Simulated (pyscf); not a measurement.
This saddle point was located with ωB97X-D3(BJ)/def2-SVP in PySCF.

```
Mo
F 1 1.8249
F 1 1.8451 2 123.11
F 1 1.8499 2 83.34 3 163.39
F 1 1.8544 2 79.39 4 126.35
F 1 1.8552 2 81.66 5 144.22
N 1 2.0475 2 133.62 5 -60.00
H 7 1.0165 1 120.15 2 -66.26
H 7 1.0184 8 115.52 4 -146.25
H 7 1.4292 8 99.82 9 -147.65
H 10 0.9178 7 142.56 8 -97.21
```
Charge 0, spin multiplicity 1.

Surface: singlet, charge 0. Lowest wavenumbers (cm⁻¹): 1211i, 107, 148, 274, 284.

What reaction is this the transition state of?

`[F][MoH]([F])([F])([F])[F]` + `[NH3]` <-> `[NH2][Mo]([F])([F])([F])([F])[F]` + `[H][H]`, a four-centre exchange read from left to right: H–Mo, H–N broken and Mo–N, H–H formed. At ωB97M-D3(BJ)/def2-TZVP it lies +20.3 kcal/mol from the left side and +35.1 kcal/mol from the right (each side as separated species at their lowest minima found). On the reactant side the descent ends in an adduct with a Mo–N contact, 28.5 kcal/mol under the separated species and 47.6 kcal/mol under the saddle at ωB97X-D3(BJ)/def2-TZVP. What is counted as formed (Mo–N) is already present as a longer contact in the reactant adduct; forming that adduct is a step of its own. At the saddle there is also a short H–Mo contact that neither side keeps. One saddle was located; it need not be the lowest between these sides. Elements past Kr carry the def2 core potentials, without spin-orbit coupling.
